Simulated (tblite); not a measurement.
Compound: C₃H₄F₂O.
Atom-mapped SMILES: `[CH2:1]=[CH:2][O:3][CH:4]([F:5])[F:6]` (hydrogens: H7, H8 on C1; H9 on C2; H10 on C4)

Computed with GFN2-xTB (tblite), gas phase: nudged elastic band of 9 images (0 to 8), spring 0.2 eV/Å², climbing image at the end, force threshold 0.05 eV/Å. The top image wasn't refined or checked by frequencies; at this threshold it can lie a kcal/mol or more above the true saddle point of the method.

The band describes a rotation about C4–O3 (CHF2 carbon, ether oxygen), followed by the dihedral F5–C4–O3–C2, from the optimised start (168°) to a second optimised geometry at -60°.

**Question.** Give the energy profile along the converged band.

**Answer.** 
```
image  dihedral (°)  E (kcal/mol)  C4–O3 (Å)  F5···C2 (Å)  largest true force (eV/Å)
    0           168          0.00      1.351         3.46                       0.01
    1          -179          0.62      1.351         3.47                       0.06
    2          -164          2.10      1.353         3.47                       0.07
    3          -140          3.56      1.353         3.42                       0.04
    4          -118          3.35      1.350         3.33                       0.06
    5           -90          1.21      1.341         3.15                       0.12
    6           -74         -0.98      1.338         3.00                       0.11
    7           -65         -2.34      1.338         2.90                       0.07
    8           -60         -2.79      1.337         2.84                       0.01
```

Barriers of this band. The top is image 3 at -140°: 3.56 kcal/mol forward and 6.35 kcal/mol back; the end lies 2.79 kcal/mol below the start. The central bond is 0.002 Å longer at the top than at the start.

Other torsions move too; by image: C1–C2–O3–C4 (9, 12, 12, 3, -10, -21, -17, -8, 1°).

**Question.** What rate follows at 250 K for crossing this barrier forward?

**Answer.** Taking the electronic barrier for the free energy of activation (no zero-point or entropy terms, transmission 1), rate = (kT/h)·exp(−ΔE/kT) ≈ 4 × 10^9 s⁻¹, whose inverse is 2 × 10^-10 s. An error of 1 kcal/mol in the barrier changes this by a factor of 7, and the method and the loose band can each miss by that much or more.

**Question.** How would the two end points share their population at 250 K, from these energies alone?

**Answer.** exp(−ΔE/kT) with ΔE = 0.121 eV gives 0.0036 for the higher one (start) against 1 for the lower, without vibrational, rotational or degeneracy terms.

**Question.** How long is the path, and how are the images spaced?

**Answer.** Cartesian distances between aligned neighbours (all atoms, Å): 0.46, 0.49, 0.58, 0.42, 0.61, 0.57, 0.48, 0.38; the sum is 3.99 Å, and the top lies 38 % of the way along.

The cost below is that of the whole band run. Hardware: x86-64 server, one thread, on a shared host. Cost: 4.3 s of wall time.
